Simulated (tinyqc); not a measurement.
Coupled-perturbed Hartree-Fock on RHF in the sto-3g basis, for BH3, spin multiplicity 1, step by step. One step of it, computed by the program tinyqc.

Problem. Coupled step 1. U_ai = -(mu_ai + sum_bj [4 (ai|bj) - (ab|ij) - (aj|bi)] U_bj) / (e_a - e_i); alpha = -4 sum U_ai mu_ai.

uncoupled U:
```
           i1        i2         i3         i4
a5   0.000000  0.000000   0.000000   0.000555
a6   0.000000  0.000000   0.000000   0.527861
a7  -0.013071  0.138625  -0.546030   0.000000
a8   0.000000  0.000000   0.000000  -0.547312
```

dipole integrals <a|y|i> (bohr):
```
          i1         i2        i3         i4
a5  0.000000   0.000000  0.000000  -0.000398
a6  0.000000   0.000000  0.000000  -0.665845
a7  0.107546  -0.208642  0.709133   0.000000
a8  0.000000   0.000000  0.000000   0.711044
```

orbital energies (hartree): MO1 -7.412772, MO2 -0.689902, MO3 -0.483535, MO4 -0.483348, MO5 0.234799, MO6 0.778053, MO7 0.815172, MO8 0.815808

Two-electron integrals over orbitals (pq|rs), unique and non-zero (hartree):
```
(11|11) 2.885022    (21|11) -0.255552   (21|21) 0.035284    (22|11) 0.612570
(22|21) -0.009090   (22|22) 0.452756    (31|11) -0.000027   (31|21) 3.42e-06
(31|22) -2.52e-06   (31|31) 0.008035    (32|11) 0.000021    (32|21) -1.32e-06
(32|22) -2.42e-07   (32|31) 0.014031    (32|32) 0.123446    (33|11) 0.562877
(33|21) -0.004062   (33|22) 0.450701    (33|31) 0.004513    (33|32) 0.062602
(33|33) 0.504423    (41|41) 0.008035    (42|41) 0.014027    (42|42) 0.123400
(43|41) -0.004513   (43|42) -0.062609   (43|43) 0.048685    (44|11) 0.562851
(44|21) -0.004062   (44|22) 0.450680    (44|31) -0.004517   (44|32) -0.062626
(44|33) 0.407077    (44|44) 0.504420    (51|11) -0.000736   (51|21) 0.000091
(51|22) -0.000070   (51|31) 1.10e-08    (51|33) -0.000035   (51|44) -0.000035
(51|51) 0.021957    (52|11) 0.000331    (52|21) -0.000033   (52|22) -0.000108
(52|32) -2.15e-08   (52|33) -0.000061   (52|44) -0.000061   (52|51) 0.021530
(52|52) 0.070318    (53|11) 3.16e-08    (53|22) -2.77e-08   (53|31) 0.000012
(53|32) -0.000060   (53|33) -0.000063   (53|44) 0.000063    (53|51) 1.96e-06
(53|52) 0.000005    (53|53) 0.018870    (54|41) 0.000012    (54|42) -0.000060
(54|43) 0.000063    (54|54) 0.018867    (55|11) 0.741927    (55|21) -0.010150
(55|22) 0.469218    (55|31) -1.26e-06   (55|32) 0.000011    (55|33) 0.444684
(55|44) 0.444668    (55|51) 0.000100    (55|52) 0.000478    (55|53) 4.07e-08
(55|55) 0.586774    (61|11) -0.277947   (61|21) 0.039489    (61|22) -0.009048
(61|31) 0.000042    (61|32) 0.000055    (61|33) -0.003782   (61|44) -0.003810
(61|51) 0.000044    (61|52) -0.000086   (61|53) 5.91e-08    (61|55) -0.007271
(61|61) 0.044381    (62|11) 0.209502    (62|21) -0.009931   (62|22) 0.039194
(62|31) 0.000019    (62|32) -0.000020   (62|33) 0.020667    (62|44) 0.020842
(62|51) -0.000083   (62|52) -0.000044   (62|53) 3.63e-07    (62|55) 0.102942
(62|61) -0.009501   (62|62) 0.068231    (63|11) 0.000553    (63|21) -0.000017
(63|22) 0.000110    (63|31) 0.003119    (63|32) -0.042760   (63|33) -0.039369
(63|44) 0.039527    (63|51) 1.71e-08    (63|52) 6.14e-07    (63|53) 0.000074
(63|55) 0.000254    (63|61) 1.58e-06    (63|62) 0.000324    (63|63) 0.057469
(64|41) 0.003149    (64|42) -0.042394   (64|43) 0.039305    (64|54) 0.000074
(64|64) 0.057110    (65|11) -0.000359   (65|21) -0.000014   (65|22) -0.000218
(65|31) 1.25e-07    (65|32) 8.29e-07    (65|33) -0.000102   (65|44) -0.000102
(65|51) 0.024392    (65|52) 0.067329    (65|53) 0.000050    (65|55) 0.000084
(65|61) -0.000080   (65|62) -0.000313   (65|63) -4.63e-07   (65|65) 0.071392
(66|11) 0.632853    (66|21) -0.012017   (66|22) 0.450473    (66|31) 0.000076
(66|32) 0.000641    (66|33) 0.451075    (66|44) 0.450394    (66|51) -0.000180
(66|52) -0.000386   (66|53) -5.30e-07   (66|55) 0.470589    (66|61) -0.011643
(66|62) 0.026268    (66|63) -0.000215   (66|65) -0.000479   (66|66) 0.468967
(71|41) 0.013850    (71|42) 0.020463    (71|43) -0.005480   (71|54) 0.000024
(71|64) 0.005939    (71|71) 0.024210    (72|41) 0.007561    (72|42) -0.004517
(72|43) 0.026080    (72|54) 0.000121    (72|64) 0.045137    (72|71) 0.012695
(72|72) 0.048617    (73|41) 0.003971    (73|42) 0.054198    (73|43) -0.023577
(73|54) -0.000057   (73|64) -0.029506   (73|71) 0.006302    (73|72) -0.008667
(73|73) 0.038146    (74|11) 0.199515    (74|21) -0.005877   (74|22) 0.044244
(74|31) 0.003971    (74|32) 0.054218    (74|33) 0.053552    (74|44) 0.006412
(74|51) 0.000007    (74|52) 0.000210    (74|53) -0.000057   (74|55) 0.092578
(74|61) -0.005108   (74|62) 0.064804    (74|63) -0.029526   (74|65) -0.000047
(74|66) 0.026896    (74|74) 0.103776    (75|41) 0.000045    (75|42) 0.000286
(75|43) -0.000131   (75|54) 0.016236    (75|64) -0.000097   (75|71) 0.000072
(75|72) 0.000040    (75|73) 0.000125    (75|75) 0.019687    (76|41) 0.013718
(76|42) 0.109520    (76|43) -0.056695   (76|54) -0.000080   (76|64) -0.045701
(76|71) 0.020991    (76|72) -0.011138   (76|73) 0.055034    (76|75) 0.000254
(76|76) 0.111205    (77|11) 0.692982    (77|21) -0.010480   (77|22) 0.467769
(77|31) 0.001146    (77|32) -0.026701   (77|33) 0.437196    (77|44) 0.500892
(77|51) -0.000020   (77|52) 0.000066    (77|53) 0.000077    (77|55) 0.482161
(77|61) -0.009610   (77|62) 0.041258    (77|63) 0.037125    (77|65) -0.000043
(77|66) 0.476164    (77|74) 0.040095    (77|77) 0.538474    (81|11) 0.000815
(81|21) -0.000116   (81|22) 0.000024    (81|31) 0.013854    (81|32) 0.020474
(81|33) 0.005495    (81|44) -0.005478   (81|51) -1.36e-07   (81|52) 2.45e-07
(81|53) 0.000024    (81|55) 0.000021    (81|61) -0.000064   (81|62) 0.000063
(81|63) 0.005894    (81|65) 4.32e-07    (81|66) 0.000152    (81|74) 0.006319
(81|77) 0.003210    (81|81) 0.024226    (82|11) -0.000635   (82|21) 0.000029
(82|22) -0.000135   (82|31) 0.007560    (82|32) -0.004522   (82|33) -0.026139
(82|44) 0.025993    (82|51) 2.40e-07    (82|52) 1.27e-07    (82|53) 0.000121
(82|55) -0.000313   (82|61) 0.000063    (82|62) -0.000053   (82|63) 0.045181
(82|65) 9.79e-07    (82|66) -0.000166   (82|74) -0.008859   (82|77) 0.032153
(82|81) 0.012698    (82|82) 0.048611    (83|11) 0.199560    (83|21) -0.005878
(83|22) 0.044263    (83|31) -0.003978   (83|32) -0.054049   (83|33) 0.006571
(83|44) 0.053454    (83|51) 0.000007    (83|52) 0.000210    (83|53) 0.000056
(83|55) 0.092593    (83|61) -0.005145   (83|62) 0.064861    (83|63) 0.029737
(83|65) -0.000047   (83|66) 0.026264    (83|74) 0.032553    (83|77) 0.061941
(83|81) -0.006301   (83|82) 0.008348    (83|83) 0.103574    (84|41) 0.003959
(84|42) 0.054306    (84|43) -0.023685   (84|54) -0.000057   (84|64) -0.029655
(84|71) 0.006281    (84|72) -0.008802   (84|73) 0.033251    (84|75) 0.000126
(84|76) 0.055157    (84|84) 0.038306    (85|11) 1.00e-06    (85|21) 4.07e-08
(85|22) 6.18e-07    (85|31) 0.000045    (85|32) 0.000286    (85|33) 0.000131
(85|44) -0.000131   (85|51) -0.000071   (85|52) -0.000197   (85|53) 0.016239
(85|55) -2.65e-07   (85|61) 4.34e-07    (85|62) 9.76e-07    (85|63) -0.000097
(85|65) -0.000152   (85|66) 2.86e-06    (85|74) 0.000125    (85|77) -0.000034
(85|81) 0.000072    (85|82) 0.000040    (85|83) -0.000125   (85|85) 0.019690
(86|11) 0.000145    (86|21) 0.000006    (86|22) 0.000045    (86|31) 0.013713
(86|32) 0.109706    (86|33) 0.056919    (86|44) -0.056846   (86|51) 4.56e-07
(86|52) 1.24e-06    (86|53) -0.000081   (86|55) 0.000028    (86|61) 0.000065
(86|62) -4.23e-06   (86|63) -0.046282   (86|65) 2.00e-06    (86|66) 0.000666
(86|74) 0.055178    (86|77) -0.028437   (86|81) 0.020980    (86|82) -0.011337
(86|83) -0.054875   (86|85) 0.000255    (86|86) 0.111560    (87|41) 0.001109
(87|42) -0.027016   (87|43) 0.032030    (87|54) 0.000077    (87|64) 0.037061
(87|71) 0.003123    (87|72) 0.032330    (87|73) -0.011133   (87|75) -0.000035
(87|76) -0.028629   (87|84) -0.011241   (87|87) 0.034478    (88|11) 0.693119
(88|21) -0.010485   (88|22) 0.467810    (88|31) -0.001230   (88|32) 0.026062
(88|33) 0.500598    (88|44) 0.437540    (88|51) -0.000020   (88|52) 0.000066
(88|53) -0.000076   (88|55) 0.482206    (88|61) -0.009636   (88|62) 0.041066
(88|63) -0.036583   (88|65) -0.000042   (88|66) 0.476538    (88|74) 0.061718
(88|77) 0.470078    (88|81) -0.003278   (88|82) -0.032355   (88|83) 0.040562
(88|85) 0.000033    (88|86) 0.027927    (88|88) 0.538229
```

Give: U after step 1; polarisability.

Solution.

U after step 1:
```
         i1      i2       i3       i4
a5   0.0000  0.0000   0.0000   0.0006
a6   0.0000  0.0000   0.0000   0.6164
a7  -0.0135  0.1670  -0.6399   0.0000
a8   0.0000  0.0000   0.0000  -0.6413
```

polarisability = 5.4259 bohr^3
